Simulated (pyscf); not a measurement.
Routes from `[OH][CH][OH]` [doublet]

Candidate steps break at most two bonds and form at most two. Each was searched with GFN2-xTB (tblite) first. Structures and frequencies: ωB97X-D3(BJ)/def2-SVP in PySCF. Correlated levels are frozen-core, on RHF or UHF. ΔMP2 is the change of the MP2 total energy from the triple- to the quadruple-zeta basis. Energies: CCSD(T)/def2-TZVPP + ΔMP2(QZVPP), kcal/mol, from the reactant's lowest minimum found, doublet surface.

```json
[
 {"products": "O=CH–OH + H•", "type": "bond scission", "ΔE‡": "30.2", "ΔE": "+16.0", "ΔG‡ 298 K": "25.2", "ΔG‡ 900 K": "25.6", "ν‡ (cm⁻¹)": "1827i"},
 {"products": "•HC=O + H₂O", "type": "elimination", "ΔE‡": "43.3", "ΔE": "+5.0", "ΔG‡ 298 K": "40.2", "ΔG‡ 900 K": "42.0", "ν‡ (cm⁻¹)": "1623i"}
]
```

Plain bond fissions and candidates not yet searched are not listed, and one of them may be faster. Each barrier is that of the saddle found; lower ones may exist. The CCSD(T) − MP2 part came from Ansatz, without density fitting, on the same reference. A UHF reference is spin-contaminated (<S²> up to 0.87), which harms MP2 most.
